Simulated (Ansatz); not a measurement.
Process, species as SMILES: [CH] (CH) → C atom + H atom
B3LYP-D3(BJ)/def2-TZVP geometries, fixed; electronic energies without zero-point terms.
Largest species:
```xyz
2

C      0.0000     0.0000    -0.1605
H      0.0000     0.0000     0.9630
```
Charge 0, spin multiplicity 2.

The atomisation energy at CCSD(T) with Ansatz (a program for electronic structure), in kcal/mol, split into its Hartree-Fock and correlation parts. Cores are frozen. The T1 diagnostic of CCSD is high for at least one species. An unrestricted Hartree-Fock determinant is markedly spin-contaminated. Open shells are unrestricted. No added dispersion term, no relativity. Functions are those of the species that has most.

```
basis        X  functions  Hartree-Fock  CCSD(T)
-----------  -  ---------  ------------  -------
aug-cc-pVDZ  2         32         57.28    76.99
aug-cc-pVTZ  3         69         58.86    82.09
aug-cc-pVQZ  4        126         58.99    83.11
aug-cc-pV5Z  5        207         59.02    83.39
```

Worked estimate of the basis-set limit from each neighbouring pair, with Hartree-Fock from the larger set and the correlation part extrapolated as X^-3.
Correlation parts: X = 2: 19.71, X = 3: 23.23, X = 4: 24.12, X = 5: 24.37.
- (2,3): (27·(23.23) - 8·(19.71))/19 = 24.71; with Hartree-Fock 58.86 the estimate is 83.57 kcal/mol.
- (3,4): (64·(24.12) - 27·(23.23))/37 = 24.77; with Hartree-Fock 58.99 the estimate is 83.76 kcal/mol.
- (4,5): (125·(24.37) - 64·(24.12))/61 = 24.63; with Hartree-Fock 59.02 the estimate is 83.65 kcal/mol.
The last two estimates differ by 0.11 kcal/mol; the largest set lies 0.26 from the last. Over the last step Hartree-Fock moves by 0.03 and the correlation part by 0.25.
